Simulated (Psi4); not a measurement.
Reaction (SMILES): [SiH4] (SiH4) → [SiH3-] + H+
B3LYP-D3(BJ)/def2-TZVP geometries, fixed; electronic energies without zero-point terms.
Largest species:
```xyz
5

Si     0.0000     0.0000     0.0000
H      0.8756     0.8547     0.8331
H     -0.8222    -0.8655     0.8753
H     -0.8862     0.8545    -0.8220
H      0.8328    -0.8437    -0.8864
```

Basis-set convergence of the deprotonation energy at MP2 with Psi4. Cartesian d functions, on some or all atoms, in 6-31G*, 6-31+G*, 6-31G**; all else is spherical. Density fitting with the program's default auxiliary sets. Cores are frozen. Psi4's default fitting sets serve the pcseg sets less well. No added dispersion term, no relativity. Functions are those of the species that has most. Reference: Hartree-Fock in aug-cc-pV(Q+d)Z plus the correlation part extrapolated as X^-3 from aug-cc-pV(T+d)Z and aug-cc-pV(Q+d)Z, 380.19 kcal/mol, itself unsure by roughly 0.17 kcal/mol (a third of the extrapolation step and of the last Hartree-Fock step).

```
basis            functions  deprotonation energy (kcal/mol)
---------------  ---------  -------------------------------
STO-3G                  13                       (withheld)
3-21G                   21                           381.28
6-31G*                  27                       (withheld)
6-31+G*                 31                           380.18
def2-SVP                38                       (withheld)
6-31G**                 39                       (withheld)
aug-cc-pV(D+d)Z         68                           378.37
6-311++G(2d,2p)         75                           381.91
def2-TZVPD              79                           380.60
pcseg-2                 90                           386.48
jun-cc-pV(T+d)Z        104                           380.76
def2-QZVPPD            208                           381.07
aug-pcseg-3            285                           380.75
```

Question: What belongs in the gaps?

Answer: 
- STO-3G, deprotonation energy (kcal/mol): 514.49
- 6-31G*, deprotonation energy (kcal/mol): 386.11
- def2-SVP, deprotonation energy (kcal/mol): 388.96
- 6-31G**, deprotonation energy (kcal/mol): 390.82
